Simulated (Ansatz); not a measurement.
Zinc-blende BeSe, treated with HSE06 (Ansatz, an electronic-structure program, plane waves, PAW).

Settings: plane-wave cutoff 460 eV, 8×8×8 k mesh, Fermi–Dirac smearing 0.01 eV, scalar-relativistic PAW data made under PBE.

Properties against volume:

```csv
V (Å³/atom),P (GPa),direct gap at Γ (eV),smallest gap on the k mesh (eV)
16.191,4.56,5.854,3.348
16.617,2.14,5.644,3.411
16.948,0.44,5.486,3.456
17.469,-1.91,5.250,3.522
17.895,-3.60,5.065,3.572
```

The fundamental gap (3.47 eV at the equilibrium volume, on the SCF mesh) lies elsewhere than Γ–Γ.

Measured, for comparison: band gap 4 eV (temperature not stated, not corrected to a static lattice; as tabulated in Das et al. (2018), arXiv:1807.05623).

Spin–orbit coupling is not included.
